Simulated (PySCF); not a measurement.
Method: PBE-D3(BJ)/def2-TZVP // CAM-B3LYP-D3(BJ)/def2-TZVP in PySCF. Gas-phase values, no solvent. 

Reference species (SMILES): `[SiH3]` (neutral, multiplicity 2).

- dipole moment = 0.03 D

Changed species: `[NH2]` (radical fragment; the reference has radical fragment).

Problem. Predict the effect on the dipole moment.

Solution. the dipole moment rises by 1.87 D, to 1.90 D.
